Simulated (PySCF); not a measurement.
# Relaxation of doublet [SN2]-

Method: UPBE0 in PySCF with S def2-TZVPD, N def2-TZVPD; no relativity; density-fitted integrals. A (50,194) grid was used.

A start displaced from a saddle point along its imaginary mode, of C2v symmetry, held to at least that symmetry:

```xyz
3
charge -1 multiplicity 2, angstrom
S     0.0106   -0.1046    0.0000
N    -0.0120    0.1194    1.4825
N    -0.0120    0.1194   -1.4825
```

Optimiser trace:
```
step  E − E(last) (kJ/mol)  largest gradient (Eh/bohr)
   0                 36.64                     0.03654
   1                  8.95                     0.02250
   2                  4.05                     0.02508
   3                  0.14                     0.00439
   4                  0.00                     0.00053
   5                  0.00                     0.00004
```

It ends at C2v with S–N 1.493 Å (×2); N–S–N 140.3°. A frequency run shows a minimum. Other isomers or separated fragments may lie lower.

Final geometry:
Z-matrix (Å, degrees; charge -1 multiplicity 2):
```
S
N  1 1.4934
N  1 1.4934 2 140.27
```
